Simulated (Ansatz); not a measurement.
# Ammonia (NH3): basis-set convergence

One table from this session's results is given with a row withheld; the runs are named, their logs left out.

Program: Ansatz 0.2.0, Gaussian basis. Level of theory: one geometry, several basis sets. These are calculated values, not measurements.

The runs, in order: PBE0-D4/def2-SVP; ωB97M-V/def2-SVP; PBE0-D4/def2-QZVPP; ωB97M-V/def2-QZVPP; CCSD(T)/cc-pV(D+d)Z; CCSD(T)/cc-pV(T+d)Z; CCSD(T)/cc-pV(Q+d)Z; the functionals' def2-TZVPP values are taken from earlier runs.

**Structure used throughout**

An earlier PBE0-D4 in a triple-zeta def2 set relaxation fixed the geometry.

4 atoms, charge 0, spin multiplicity 1.

Atoms are counted from 1 here; the program's logs count them from 0.

Bond lengths: N1–H2 1.013 Å, N1–H3 1.013 Å, N1–H4 1.013 Å. Angles: H2–N1–H3 107.1°, H2–N1–H4 107.1°, H3–N1–H4 107.1°.

Set-up of the first run:

in.yaml reads:

```yaml
crystal:
  periodic: [false, false, false]
  atoms:
    - {symbol: N, position_ang: [-0.069913, 0.249466, 0.110932]}
    - {symbol: H, position_ang: [0.490471, -0.301815, 0.749177]}
    - {symbol: H, position_ang: [-0.887479, -0.301945, -0.118911]}
    - {symbol: H, position_ang: [0.466922, 0.354284, -0.741198]}
basis:
  gaussian: {orbitals: def2-SVP}
hamiltonian: {xc: pbe0, dispersion: d4}
output: {orbitals: {seedname: orbitals}}
```

Run with:

```
ansatz run in.yaml --threads 2 --pin off --events-out ev --progress --plain --max-ram 32768MiB --backend cpu
```

Steps of the session up to this table: PBE0-D4 in def2-SVP; ωB97M-V in def2-SVP; PBE0-D4 in def2-QZVPP; ωB97M-V in def2-QZVPP.

One of the session's tables, all rows but one given; the rest of the session is left out.

| functional | basis | HOMO (eV) | LUMO (eV) |
| --- | --- | --- | --- |
| PBE0-D4 | def2-SVP | ? | ? |
| PBE0-D4 | def2-TZVPP | -7.58 | 1.03 |
| PBE0-D4 | def2-QZVPP | -7.68 | 0.69 |
| ωB97M-V | def2-SVP | -9.58 | 3.57 |
| ωB97M-V | def2-TZVPP | -10.07 | 2.38 |
| ωB97M-V | def2-QZVPP | -10.16 | 1.90 |

Estimate the missing values for PBE0-D4, def2-SVP.

**Answer.** HOMO (eV): -7.09; LUMO (eV): 1.94. In the column «HOMO (eV)» it is the highest.
